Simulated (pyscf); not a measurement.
5 gas-phase steps of one pattern: atom transfer on the doublet surface, Cl–H or F–H broken and Cl–Ge or Cl–Si or F–Si formed. Optimised with ωB97X-D3(BJ)/def2-SVP in PySCF. Electronic energies in eV, from the separated reactants; ΔE‡ and ΔE at ωB97M-D3(BJ)/def2-TZVP. Rows were drawn at random from the steps of this pattern with a verified saddle, stable references and no exit in the data more than 5 kcal/mol lower.

```csv
row,step,ΔE,ΔE‡
1,HO–Si•(OH)–F + HF → HO–Si(OH)(F)–F + H•,-1.23,1.05
2,HO–Si•(F)–F + HF → HO–Si(F)(F)–F + H•,-1.21,1.09
3,HO–Si•(Cl)–Cl + HCl -> HO–Si(Cl)(Cl)–Cl + H•,-0.37,?
4,HCl + Cl–Si•(Cl)–Cl -> Cl–Si(Cl)(Cl)–Cl + H•,-0.23,0.67
5,HCl + Cl–Ge•(Cl)–Cl → Cl–Ge(Cl)(Cl)–Cl + H•,+0.66,1.15
```

**Question.** Fit ΔE‡ = a + b·ΔE to the other rows and predict row 3.

**Answer.** Over the 4 complete rows the means are -0.50 (ΔE) and 0.99 (ΔE‡); least squares gives b = -0.01 and a = 0.98 eV, with residuals of 0.19 eV (root mean square; largest 0.31, row 4). For row 3: 0.98 + -0.01 × (-0.37) = 0.98 eV. The computed barrier is 0.61 eV, 0.37 under the line. The scatter is large against the spread of the barriers, so the line says little here. Each barrier is that of the saddle found. Elements up to Kr have no core potential and no relativistic terms here.
